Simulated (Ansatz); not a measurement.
Molecule: glyoxal, C2H2O2 (charge 0, singlet). SMILES: O=CC=O
Geometry from a B3LYP-D3(BJ)/def2-TZVP (Ansatz, a first-principles code) optimisation:
```
C
O 1 1.2008
H 1 1.1067 2 123.65
C 1 1.5237 3 114.79 2 -180.00
O 4 1.2008 1 121.56 3 0.00
H 4 1.1067 5 123.65 1 180.00
```

Wanted: atomisation energy, in kcal/mol. Conventions: spin-orbit terms left out; atomisation electronic, to ground-state atoms; non-relativistic; UHF or UKS for open shells; no dispersion term unless named. Ab initio and DFT rows: single points at B3LYP-D3(BJ) geometries (Ansatz). The Hartree-Fock reference of O=CC=O is unstable towards a lower, spin-broken solution.

```tsv
species	coefficient	E at HF/STO-3G (Ansatz), Eh	E at wB97X-V/def2-TZVPD (Ansatz), Eh
O=CC=O	-1	-223.58037	-227.84229
C atom	+2	-37.19839	-37.84665
H atom	+2	-0.46658	-0.50049
O atom	+2	-73.80415	-75.06921
```

 1 Eh = 627.5095 kcal/mol.

Q: Work the quantity out at each level.

A: 
- HF/STO-3G: the sum of coefficient times E is 0.64213 Eh, or 402.94 kcal/mol. Result: 402.9 kcal/mol.
- wB97X-V/def2-TZVPD: the sum of coefficient times E is 1.00959 Eh, or 633.53 kcal/mol. Result: 633.5 kcal/mol.
